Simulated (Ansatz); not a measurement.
# AlFS: the cost of one run

The runs use Ansatz 0.2.0, Gaussian basis; def2-QZVPP, core rule «outside noble gas», up to 11 orbitals frozen.

To be run: UHF; ROHF; CCSD(T) on UHF.

2 further runs of the same task are left out: 2 set aside as unsound or not needed.

**1. The geometry**

The geometry is a PBE0/def2-TZVP stationary point (not a proven minimum) of the parent state, kept for this charge and spin.

3 atoms, charge 1, spin multiplicity 2.

Atoms are counted from 1 here; the program's logs count them from 0.

Bond lengths: F1–Al2 1.631 Å, Al2–S3 1.996 Å. Angles: F1–Al2–S3 180.0°.

**2. UHF**

Contents of in.yaml:

```yaml
crystal:
  periodic: [false, false, false]
  atoms:
    - {symbol: F, position_ang: [0.000000, 0.000000, -1.752567]}
    - {symbol: Al, position_ang: [0.000000, 0.000000, -0.121767]}
    - {symbol: S, position_ang: [0.000000, 0.000000, 1.874333]}
basis:
  gaussian: {orbitals: "def2-QZVPP.json"}
total_charge: 1
magnetization: {spin_polarized: true, initial_magnetization: 1}
hamiltonian: {xc: hf}
output: {orbitals: {seedname: orbitals}}
```

Run with:

```
$ ansatz run in.yaml --threads 1 --pin off --events-out ev --progress --plain --max-ram 2393MiB
```

Q: Estimate wall time and peak memory on 1 thread of Arm Neoverse V1, shared host.

About 7.5 s, with a peak of 0.43 GiB.
